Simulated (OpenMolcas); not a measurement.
**AlH2ClO (SMILES [OH][AlH][Cl]) at CCSD/Ahlrichs_VTZ**

Aim: the vertical electron affinity of AlH2ClO at CCSD/Ahlrichs_VTZ, from 2 runs. 

The results are computed with OpenMolcas 26.06.

10 further runs of the same task are left out: 3 for a known fault of the program, 3 that didn't finish, 4 set aside as unsound or not needed.

## (1) The structure to begin with

The species is AlH2ClO (5 atoms), meant as a singlet with charge 0. SMILES: `[OH][AlH][Cl]`. The shape is that of a PBE0-D4/def2-TZVP optimisation. This is one conformer, not always the lowest.

Bond lengths: O1–Al2 1.684 Å, Al2–Cl3 2.096 Å, O1–H4 0.956 Å, Al2–H5 1.563 Å. Angles: O1–Al2–Cl3 119.8°, O1–Al2–H5 119.3°, Cl3–Al2–H5 120.9°, Al2–O1–H4 124.3°.

## (2) The energy at CCSD/Ahlrichs_VTZ

Contents of job.input:

```
&gateway
 coord
 5
 angstrom
 O       -1.110100       0.370900      -0.514400
 Al       0.431000       0.184900       0.137500
 Cl       1.114900      -1.725400       0.662800
 H       -1.719500      -0.349100      -0.669500
 H        1.333500       1.445000       0.342200
 basis = Ahlrichs_VTZ
 group = NoSym

&seward

&scf
 prorbitals = 0

&rasscf
 fileorb = $Project.ScfOrb
 spin = 1
 nactel = 0 0 0
 inactive = 20
 ras2 = 0
 outorbitals = Canonical
 orblisting = Nothing

&motra
 jobiph
 frozen = 11

&ccsdt
 ccsd
 iterations = 50
 extrapolation = 5 4
```

Launch:

```bash
export MOLCAS_MEM=1860
pymolcas job.input > job.log
```

Standard output:

```text
--- Start Module: gateway ---
[...]
--- Stop Module: gateway /rc=_RC_ALL_IS_WELL_ ---
[...]
      Basis functions           65
[...]
       Convergence after  10 Iterations
[...]
::    Total SCF energy                               -777.5445086532
[...]
      Total spin, S                                     0.0000000000
[...]
      Number of active orbitals                  0
[...]
      Spin quantum number                      0.0
[...]
      Active orbitals                            0
[...]
      Number of CSFs                             1
[...]
      Number of root(s) required                 1
[...]
      Convergence after  4 iterations
[...]
      Natural orbitals and occupation numbers for root  1
      ************************************************************************************************************************
      *                                                    Final results                                                     *
      ************************************************************************************************************************
[...]
::    RASSCF root number  1 Total energy:   -777.54450865
[...]
      Total electronic charge=   40.000000
      Total            charge=   -0.000000
[...]
      Dipole Moment (debye):
      Origin of the operator (angstrom)=    0.4061   -0.6042    0.2292
                   X= -5.8915E-01               Y=  3.1538E-01               Z= -2.7973E-01           Total=  7.2444E-01
      Quadrupole Moment (debye*angstrom):
[...]
--- Start Module: motra ---
[...]
      *** WARNING: Default frozen orbitals is overwritten by user input.
      *** Default values:   8
[...]
--- Stop Module: motra /rc=_RC_ALL_IS_WELL_ ---
--- Start Module: ccsdt ---
[...]
      Convergence after                    13  Iterations
      Total energy (diff) :    -777.78123752      -0.00000004
[...]
--- Stop Module: ccsdt /rc=_RC_ALL_IS_WELL_ ---
[...]
```

Wall time 7.2 s (1 thread of Arm Neoverse V2, shared host); peak memory 0.4 GiB.

## (3) The doublet anion

Contents of job.inp:

```
* AlClH2O CCSD

&GATEWAY
 Coord
 5
 angstrom
 O       -1.110100       0.370900      -0.514400
 Al       0.431000       0.184900       0.137500
 Cl       1.114900      -1.725400       0.662800
 H       -1.719500      -0.349100      -0.669500
 H        1.333500       1.445000       0.342200
 Basis=Ahlrichs_VTZ
 Group=NoSym

&SEWARD

&SCF
 UHF
 Charge=-1
 Spin=2
 PrOrbitals=0

&RASSCF
 FileOrb=$Project.UnaOrb
 Spin=2
 Nactel=1 0 0
 Inactive=20
 Ras2=1
 OutOrbitals=Canonical
 OrbListing=Nothing

&MOTRA
 JobIph
 Frozen=11

&CCSDT
 CCSD
 Iterations=50
 Extrapolation=5 4
```

Launch:

```bash
export MOLCAS_MEM=1860
pymolcas job.inp > job.log
```

Standard output:

```text
--- Start Module: gateway ---
[...]
--- Stop Module: gateway /rc=_RC_ALL_IS_WELL_ ---
[...]
      Basis functions           65
[...]
       Convergence after  18 Iterations
[...]
::    Total SCF energy                               -777.5016280729
[...]
      Total spin, S                                     0.5084983595
[...]
      Number of active orbitals                  1
[...]
      Spin quantum number                      0.5
[...]
      Active orbitals                            1
[...]
      Number of CSFs                             1
[...]
      Number of root(s) required                 1
[...]
      Convergence after  9 iterations
[...]
      printout of CI-coefficients larger than  0.05 for root  1
      energy=    -777.499435
      conf/sym  1     Coeff  Weight
             1  u   1.00000 1.00000
      Natural orbitals and occupation numbers for root  1
      sym 1:   1.000000
      ************************************************************************************************************************
      *                                                    Final results                                                     *
[...]
::    RASSCF root number  1 Total energy:   -777.49943488
[...]
      Total electronic charge=   41.000000
      Total            charge=   -1.000000
[...]
      Dipole Moment (debye):
      Origin of the operator (angstrom)=    0.4061   -0.6042    0.2292
                   X= -1.1177E+00               Y= -3.3499E+00               Z= -2.8834E-02           Total=  3.5315E+00
      Center of Charge (angstrom)
[...]
--- Start Module: motra ---
[...]
      *** WARNING: Default frozen orbitals is overwritten by user input.
      *** Default values:   8
[...]
--- Stop Module: motra /rc=_RC_ALL_IS_WELL_ ---
--- Start Module: ccsdt ---
[...]
      Convergence after                    10  Iterations
      Total energy (diff) :    -777.74040089       0.00000008
[...]
--- Stop Module: ccsdt /rc=_RC_ALL_IS_WELL_ ---
[...]
```

Run time: 8.1 s. Hardware: 1 thread of Arm Neoverse V2, shared host; peak memory 0.4 GiB.

## (4) What came out

Level: CCSD/Ahlrichs_VTZ, 11 core orbitals frozen.

```
                                                     quantity          value
                                singlet AlH2ClO: total energy  -777.78124 Eh
          singlet AlH2ClO: dipole moment (mean-field density)         0.72 D
         singlet AlH2ClO: HOMO energy (Hartree–Fock orbitals)      -12.57 eV
         singlet AlH2ClO: LUMO energy (Hartree–Fock orbitals)        1.46 eV
       singlet AlH2ClO: HOMO–LUMO gap (Hartree–Fock orbitals)       14.03 eV
singlet AlH2ClO: correlation energy (11 core orbitals frozen)     -236.7 mEh
                                  doublet anion: total energy  -777.74040 Eh
            vertical electron affinity (to the doublet anion)      -1.111 eV
```

What this shows: The anion lies 1.11 eV (26 kcal/mol) above the neutral: the electron isn't bound at this level, and such a value depends on the basis. Without diffuse functions anions come out too high.
